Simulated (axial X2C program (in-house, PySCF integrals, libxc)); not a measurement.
Values are calculated unless marked as measured or tabulated.
SF⁻: input and output of an EOM-EE-CCSD run

Program: an in-house all-electron X2C program for linear molecules (integrals from PySCF).

Input and command:
```json
{"zs": [16, 9], "q": -1, "bas": ["dyall-av3z", "dyall-av3z"], "r0": 1.67, "eom": "ee", "thr": -2.0, "nmax": 88}
```
```bash
python soeom.py task.json out
```

Keys: zs atomic numbers; q charge; bas basis sets; r0 starting distance in Å; eom kind of EOM run; thr threshold in hartree for freezing inner shells (an s shell follows its p shell); nmax most natural virtual spinors.

Output at R = 1.720 Å (near the PBE0 minimum at charge -1 of the determinant lowest at the starting distance; the state shown can have its own minimum elsewhere), reference SF⁻:

```
two-component X2C + atomic mean field  HF
basis functions 116  fitting functions 591  grid points 4353
iter        total energy     max residual
   1       -493.626156604     2.49e+00
   2       -495.266845236     2.25e+00
   3       -496.407135995     1.81e+00
   4       -497.906768036     2.51e-01
   5       -498.085598217     1.27e-01
   6       -498.116898955     7.63e-02
   7       -498.127031346     2.47e-02
   8       -498.128613746     1.63e-02
   9       -498.129125489     3.33e-03
  10       -498.129200936     1.69e-03
  11       -498.129212470     2.08e-03
  12       -498.129218077     3.96e-04
  13       -498.129218792     1.18e-04
  14       -498.129218941     7.81e-05
  15       -498.129218986     5.53e-05
  16       -498.129219009     3.17e-05
  17       -498.129219023     2.25e-05
  18       -498.129219029     1.28e-05
  19       -498.129219031     9.03e-06
  20       -498.129219031     8.51e-06
  21       -498.129219031     1.06e-06
converged
one-electron -785.96868413  Coulomb 279.01539773  exact exchange -35.41182352  xc functional 0.00000000  nuclear repulsion 44.30320836  atomic mean-field constant -0.06731746
correlated 14  virtual 194  natural virtual 88  E(MP2) -0.453612568  MP2 remainder -0.060865091
iter   CCSD correlation   residual
   1     -0.395920931   1.35e-01
   2     -0.406394230   5.71e-02
   3     -0.409667347   2.20e-02
   4     -0.409683817   6.55e-03
   5     -0.409714686   2.57e-03
   6     -0.409719895   9.64e-04
   7     -0.409713318   3.93e-04
   8     -0.409710605   1.32e-04
   9     -0.409713033   5.39e-05
  10     -0.409712148   2.10e-05
  11     -0.409712383   8.30e-06
  12     -0.409712312   4.39e-06
  13     -0.409712314   3.03e-06
(T) -0.013935358  T1 0.0225  D1 0.0393  max T2 0.053
EOM-EE-CCSD roots
2*Omega      energy/Eh   energy/eV  one-particle weight
    0       0.08642889      2.3518      0.952
    0       0.08643456      2.3520      0.952
    0       0.14153253      3.8513      0.940
    0       0.14153285      3.8513      0.940
    0       0.15343076      4.1751      0.949
    2       0.08554678      2.3278      0.952
    2       0.11269977      3.0667      0.942
    2       0.14037841      3.8199      0.940
    2       0.14647824      3.9859      0.933
    4       0.08472221      2.3054      0.952
    4       0.13954471      3.7972      0.941
    4       0.15938892      4.3372      0.943
    6       0.15881840      4.3217      0.944
```
T1 in the output is the amplitude norm over the root of the electron number; divide by √2 for the Lee–Taylor value.

Reference electrons by ω block (each with its −ω partner): 1/2: 10, 3/2: 3. Root energies count from the CCSD energy of the reference. For an anion, roots above electron detachment are held by the basis set. All roots sought are printed; those with a small one-particle weight need a further excitation, are placed far too high, and may in truth lie low or lowest. Inner shells are frozen, and levels at this size can be off by some tenths of an eV.
